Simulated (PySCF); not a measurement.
tetrafluoromethane cation (CF4), SMILES FC(F)(F)F (connectivity only; charge and spin as stated), charge +1, multiplicity 2. Atoms are numbered in the order given.

```xyz
5

F      0.7744    -0.7744     0.7364
C      0.0000     0.0000     0.0000
F      0.7744     0.7744    -0.7364
F     -0.7744    -0.7744    -0.7364
F     -0.7744     0.7744     0.7364
```
Charge +1, spin multiplicity 2.

The structure is a stationary point at B3LYP-D3(BJ)/def2-SVP. A frequency run showed that this geometry is not a minimum. The spin state was assumed, not searched.

Calculation: PBE0/def2-TZVPD run with PySCF.

Isolated molecule, no solvent.

Q: Estimate the frontier levels, dipole moment and polarisability. (An estimate is asked for; the answer gives what the named calculation found.)

A: 
| Property | Result |
|---|---|
| α spin, highest occupied and lowest empty level | -21.68 and -4.95 eV |
| β spin, highest occupied and lowest empty level | -20.73 and -18.41 eV |
| dipole moment about the centre of nuclear charge | 0.00 D |
| mean static polarisability | 41.8 bohr³ (6.19 Å³) |
| polarisability, principal values | 28.1, 48.6, 48.6 bohr³ |
| ⟨S²⟩ | 0.755 (pure state 0.75) |
